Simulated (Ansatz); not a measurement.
The input, for Ansatz 0.2.0:

```yaml
crystal:
  periodic: [false, false, false]
  atoms:
    - {symbol: H, position_ang: [-1.235320, 0.050000, 0.050000]}
    - {symbol: H, position_ang: [-1.235320, 0.000000, 0.000000]}
    - {symbol: B, position_ang: [0.172680, 0.000000, 0.000000]}
    - {symbol: H, position_ang: [0.681753, 0.000000, 1.077008]}
    - {symbol: H, position_ang: [0.681753, 0.000000, -1.077008]}
basis:
  gaussian: {orbitals: 6-31G}
magnetization: {spin_polarized: false, initial_magnetization: 1}
hamiltonian: {xc: hf}
accuracy: high
output: {forces: true, orbitals: {seedname: orbitals}}
```

```sh
$ ansatz run in.yaml --threads 1 --pin off --events-out ev --progress --plain --max-ram 2393MiB
```

**Question.** How does this run end?

**Answer.** Converged. The input was made wrong on purpose (atoms on top of each other), so the run isn't a sound calculation of what was asked.
```
402 factors; integrals over basis functions are off by at most 3.3e-9 eV
mean field evaluation 1: about -568.8741 eV, gradient 1.5e1 eV
mean field evaluation 2: about -568.8749 eV, gradient 1.5e1 eV
mean field evaluation 4: about -569.9165 eV, gradient 4.0e-1 eV
mean field evaluation 8: about -569.9175 eV, gradient 3.5e-5 eV
mean field -569.91747509 eV, -20.9440809056 hartree, gradient 9.2e-8 eV, S^2 0.750000; 0 other end points of the search recorded, 0 dependent functions left out
the calculation of the forces begins
reference -569.91747509 eV, -20.9440809056 hartree; 5, 4 occupied and 12, 13 virtual orbitals, 402 factors
Total energy: -569.91747509 eV, -20.9440809056 hartree
Atom 0 at    -1.235320     0.050000     0.050000 Å, force    -0.391626  2018.954645  2018.145341 eV/Å
Atom 1 at    -1.235320     0.000000     0.000000 Å, force    -0.345908 -2018.903078 -2018.180740 eV/Å
Atom 2 at     0.172680     0.000000     0.000000 Å, force     3.298339    -0.155728     0.058262 eV/Å
Atom 3 at     0.681753     0.000000     1.077008 Å, force    -1.253577     0.033294    -0.060903 eV/Å
Atom 4 at     0.681753     0.000000    -1.077008 Å, force    -1.307229     0.070866     0.038040 eV/Å
Dipole moment:    -0.365880     0.011880     0.000928 e Å
```
